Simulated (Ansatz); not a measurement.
System: rock-salt HfC. Method: PBEsol-D3(BJ) in Ansatz (plane waves, PAW).

Input file:

Ansatz 0.2 input:
```yaml
crystal:
  lattice:
    - [0.0, 2.2727921202, 2.2727921202]
    - [2.2727921202, 0.0, 2.2727921202]
    - [2.2727921202, 2.2727921202, 0.0]
  atoms:
    - { symbol: Hf, position: [0.0, 0.0, 0.0] }
    - { symbol: C, position: [0.5, 0.5, 0.5] }
basis:
  ecutwfc: 520
  ecutrho_ratio: 4
  xc_grid: 2
kpoints:
  mp_grid: { grid: [20, 20, 20] }
hamiltonian:
  xc: pbesol
  dispersion: d3bj
  pseudopotentials: { kind: paw }
scf:
  occupations: { method: fermi_dirac, width: 0.05 }
  convergence: { dr2_threshold: 0.0000000002 }
output:
  forces: true
  stress: true
  eigenvalues: true
```

Task: How many irreducible k-points, plane waves at Γ does the program set up, and what pressure does the run end with?

Result: 256 irreducible k-points, 609 plane waves at Γ; P = 5.43 GPa, so the cell is compressed on average and its volume would grow at this level.

Excerpt of the program's output:

```
Crystal: 2 atoms, lattice volume = 23.481 Å³
Basis set: ecut = 520 eV, 609 PW (Γ), exchange–correlation on 48×48×48 points (8 copies of the dense FFT grid, shifted against one another)
Bands: 19, of which v1, the nominal top of the filled ones, is band 15 counted from 1 (14 counted from 0)
Symmetry: 48 space group operations
Space group: Fm-3m (ITA 225), of the structure as read, at distance tolerance 2.9e-5 Å
k-points: 256 of 8000
Functional: x = pbesol(κ = 0.804, μ = 0.12345679012345678), c = pbesol(β = 0.046)
SCF iter   1: F=—  HF=-15847.468207 eV  |F-HF|=—  |Δ(HF+E_count)|=         —  Δρ=9.49e-3  dr2=2.59e-2
SCF iter   2: F=—  HF=-15847.462078 eV  |F-HF|=—  |Δ(HF+E_count)|=   6.13e-3  Δρ=3.18e-3  dr2=2.87e-3
  ...
SCF iter   8: F=—  HF=-15847.461498 eV  |F-HF|=—  |Δ(HF+E_count)|=   3.98e-9  Δρ=1.20e-6  dr2=1.78e-10
SCF iter   9: F=-15847.461498 eV  HF=-15847.461498 eV  |F-HF|=4.00e-11  |Δ(HF+E_count)|=  4.00e-11  Δρ=3.85e-7  dr2=3.11e-11
SCF 1 converged in 9 iterations: F = -15847.461498 eV  dr2 = 3.11e-11
SCF converged after 9 iterations
Free energy (F): -15847.461498 eV
Internal energy: -15847.459389 eV  (E = F + TS)
E sigma→0 (E₀):  -15847.460444 eV
Fermi energy:    21.527111 eV
--- Forces (eV/Å), atoms counted from 1 ---
  atom   1  Hf    -0.00000000     0.00000000    -0.00000000
  atom   2  C      0.00000000     0.00000000    -0.00000000
--- Stress (GPa, compression-positive) ---
        5.429473      -0.000000      -0.000000
       -0.000000       5.429473      -0.000000
       -0.000000      -0.000000       5.429473
  P = ⅓ Tr σ = 5.4295 GPa (54.295 kbar)
```

The cell is one volume of an energy–volume scan, off the minimum.

The PAW data were made under PBE.

Ansatz is a quantum-chemistry and plane-wave program.
